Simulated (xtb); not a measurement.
C₂H₇N, SMILES CNC. All values are semi-empirical tight-binding results from xtb (GFN2-xTB unless named), good for trends rather than for accurate numbers. Geometry optimised at GFN2-xTB.

Optimised geometry:

Bonds (Å): C1–N2 1.448, C1–H4 1.102, C1–H5 1.090, C1–H6 1.088, N2–C3 1.448, N2–H7 1.016, C3–H8 1.102, C3–H9 1.088, C3–H10 1.090. Bond angles (°): N2–C1–H4 113.6, N2–C1–H5 108.5, N2–C1–H6 109.1, H4–C1–H5 108.2, H4–C1–H6 108.8, H5–C1–H6 108.6, C1–N2–C3 112.6, C1–N2–H7 109.5, C3–N2–H7 109.5, N2–C3–H8 113.6, N2–C3–H9 109.1, N2–C3–H10 108.5, H8–C3–H9 108.8, H8–C3–H10 108.2, H9–C3–H10 108.6.
Charge 0, spin multiplicity 1.

```json
{
 "point_group_as_xtb_finds_it": "Cs",
 "orbital_gap": "11.21 eV",
 "dipole_moment": "1.18 D",
 "zero_point_energy": "56.7 kcal/mol",
 "G − E(el) at 298.15 K (modified RRHO)": "40.7 kcal/mol",
 "static polarisability (D4 model)": "37.9 bohr³",
 "solvation energy, GFN2-xTB/ALPB(water)": "-1.5 kcal/mol",
 "solvation energy, GFN2-xTB/ALPB(toluene)": "-2.5 kcal/mol"
}
```

Computed IR lines (harmonic; lines under 4 % of the strongest left out, lines within 3 cm⁻¹ merged):
ν (cm⁻¹): 823 (s), 972 (w), 1014 (w), 1173 (w), 1177 (w), 1420 (w), 2842 (w), 2851 (vs), 3003 (m), 3023 (m), 3351 (w) (against the strongest line: vs over 80 %, s over 45 %, m over 15 %, w over 4 %, vw less)

Computed atomic charges and the Wiberg bond orders between heavy atoms:
charges (e) C1 -0.03, N2 -0.25, C3 -0.03, H4 0.01, H5 0.04, H6 0.04, H7 0.13, H8 0.01, H9 0.04, H10 0.04. Bond orders C1–N2 1.03, N2–C3 1.03.
